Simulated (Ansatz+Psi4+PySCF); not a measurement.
Two shapes of doublet H₂S(+).

Shape 1:

```xyz
3

S     0.0000    0.0000    0.1021
H     0.0000    0.9743   -0.8171
H     0.0000   -0.9743   -0.8171
```

Shape 2:

```xyz
3

S    -0.0229    0.0192    0.0997
H    -0.0014    0.9522   -0.7968
H     0.0175   -0.9502   -0.8207
```

Basis set: cc-pVTZ on H; cc-pV(T+d)Z on S (spherical functions). Left uncorrelated: 5 orbitals. Correlation on ROHF uses semicanonical orbitals with singles. Charge 1, multiplicity 2.

Computed with Ansatz (development build ahead of 0.2.0) and Psi4 1.11; each method stands on the lowest determinant of its kind that the runs found.

Q: Which shape is lower in energy, and by how much in each method?

A:

```csv
method,E(2) − E(1) (eV)
ROHF,0.038
UHF,0.039
ROHF-MP2,0.045
UHF-MP2,0.046
```

Shape 1 is lower.
